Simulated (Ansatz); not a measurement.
Hydrogen chloride (`Cl`): measurement beside calculation (Ansatz, PBE0-D4/def2-TZVP geometry).

Z-matrix (Å, degrees):
```
Cl
H 1 1.279
```

Measured: 2906.25 ± 0.03 cm⁻¹ (H35Cl fundamental 1-0, R(0) rovibrational line (not band origin), high-resolution infrared grating absorption); 2904.12 ± 0.03 cm⁻¹ (H37Cl fundamental 1-0, R(0) rovibrational line (not band origin), high-resolution infrared grating absorption). Source: Vibration-Rotation Structure in Absorption Bands for the Calibration of Spectrometers From 2 to 16 Microns, 1960 (pmc:5287025).

Harmonic PBE0-D4 wavenumbers (cm⁻¹, unscaled): 2997. Fundamentals include anharmonicity and usually lie a few per cent under these; harmonic values from spectra compare directly.

Enthalpy of formation at 298 K: -22.1 kcal/mol (zero for an element's reference state; older measured values of the G2 set, as listed by Staroverov and co-workers, J. Chem. Phys. 119, 12129, 2003). With their computed zero-point and thermal terms and the atoms' enthalpies of Curtiss and co-workers (1997) it gives an electronic atomization energy of 106.5 kcal/mol.

```csv
level,atomization (kcal/mol),error,error per bond
LDA (SPW92),120.2,13.7,13.7
PBE-D4,106.4,-0.1,-0.1
revPBE-D4,104.4,-2.1,-2.1
BLYP-D4,104.6,-1.9,-1.9
r2SCAN-D4,106.1,-0.4,-0.4
B97M-V,107.6,1.2,1.2
PBE0-D4,104.9,-1.5,-1.5
B3LYP-D4,105.1,-1.4,-1.4
r2SCANh-D4,105.5,-1.0,-1.0
r2SCAN0-D4,104.5,-1.9,-1.9
HSE06-D4,105.0,-1.5,-1.5
BHLYP-D4,102.0,-4.4,-4.4
CAM-B3LYP-D4,105.0,-1.4,-1.4
ωB97X-V,106.0,-0.5,-0.5
ωB97M-V,107.2,0.8,0.8
B2PLYP,104.7,-1.8,-1.8
PBE-QIDH,104.9,-1.6,-1.6
PBE,106.3,-0.2,-0.2
revPBE,103.9,-2.6,-2.6
BLYP,104.3,-2.2,-2.2
r2SCAN,106.1,-0.4,-0.4
PBE0,104.8,-1.7,-1.7
B3LYP,104.9,-1.6,-1.6
r2SCANh,105.4,-1.0,-1.0
r2SCAN0,104.5,-2.0,-2.0
HSE06,104.9,-1.6,-1.6
BHLYP,101.9,-4.5,-4.5
CAM-B3LYP,104.9,-1.5,-1.5
LC-ωPBE,103.3,-3.1,-3.1
HF/def2-TZVPP,76.8,-29.6,-29.6
MP2/def2-TZVPP,105.1,-1.3,-1.3
SCS-MP2/def2-TZVPP,104.9,-1.6,-1.6
CCSD/def2-TZVPP,103.3,-3.1,-3.1
CCSD(T)/def2-TZVPP,104.7,-1.8,-1.8
HF/def2-QZVPP,77.0,-29.5,-29.5
MP2/def2-QZVPP,106.9,0.5,0.5
SCS-MP2/def2-QZVPP,106.8,0.4,0.4
CCSD/def2-QZVPP,104.8,-1.6,-1.6
CCSD(T)/def2-QZVPP,106.3,-0.1,-0.1
HF/CBS(def2),77.0,-29.4,-29.4
MP2/CBS(def2),108.2,1.7,1.7
CCSD/CBS(def2),105.8,-0.6,-0.6
CCSD(T)/CBS(def2),107.5,1.0,1.0
```

Functionals use def2-TZVPP; B3LYP here is the variant with VWN-RPA as its local correlation; programs differ in this. The calculations leave out spin–orbit coupling, scalar relativity and, for the correlated methods, core correlation; together these are worth up to about 1 kcal/mol a heavy atom. HSE06 is defined as in plane-wave codes. CBS extrapolates def2-TZVPP and def2-QZVPP. T1 = 0.007.
